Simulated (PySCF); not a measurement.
## Electric field gradients and quadrupole coupling constants

Species: C₂H₃OP.
Geometry (GFN2-xTB, Å), atoms numbered from 1 in this order:
```xyz
7
C2H3OP angstrom
O      1.7977   -0.2675   -1.2184
P      0.9382   -0.0374   -0.0599
C     -0.6977    0.6902   -0.0794
C     -0.7376   -0.6309    0.1541
H      1.5611    0.1585    1.1575
H     -1.3856    1.4938   -0.2459
H     -1.4727   -1.4018    0.2649
```

Field gradients from the PBE0/pcSseg-1 density (PySCF, non-relativistic), principal values in atomic units, ordered |Vxx| ≤ |Vyy| ≤ |Vzz|:

```
atom      Vxx      Vyy     Vzz
  O1  -0.2584  -0.5615  0.8199
```

Question: Find the asymmetry η = (Vxx − Vyy)/Vzz and the couplings χ = eQV/h (234.96 MHz × Q in barn × V in au), with Q(17O) = −0.0256 b.

Answer: 
| atom | environment | nucleus | η | χzz (MHz) | χxx (MHz) | χyy (MHz) |
| --- | --- | --- | --- | --- | --- | --- |
| O1 | phosphoryl oxygen | 17O | 0.37 | -4.932 | 1.554 | 3.378 |

The tensor is traceless: Vxx + Vyy + Vzz = 0.

Question: What is Vzz at O1 in SI units (1 au = 9.71736 × 10²¹ V/m²)?

Answer: 0.8199 au = 7.967 × 10²¹ V/m².

Question: And the gradient at the other heavy atoms, for which no coupling is worked out here?

Answer: 
```json
{"atom": "P2", "environment": "phosphoryl phosphorus", "Vzz (au)": "-0.417", "η": "0.48"}
{"atom": "C3", "environment": "alkene CH carbon", "Vzz (au)": "0.404", "η": "0.58"}
{"atom": "C4", "environment": "alkene CH carbon", "Vzz (au)": "0.404", "η": "0.58"}
```

Were the hydrogens deuterons (Q(2H) = 0.00286 b), χzz would run from 134 kHz (H5) to 236 kHz (H6 and H7).

Isolated species at its GFN2-xTB geometry, gas phase. GFN2-xTB bond lengths can be off by several hundredths of an ångström, more for odd bonds, and the gradients follow them. The small basis limits the accuracy of the gradients.

These values come from a run that also computed NMR shieldings. Cost: about 14 s of CPU time on one thread; the machine was shared, so the figure is rough.
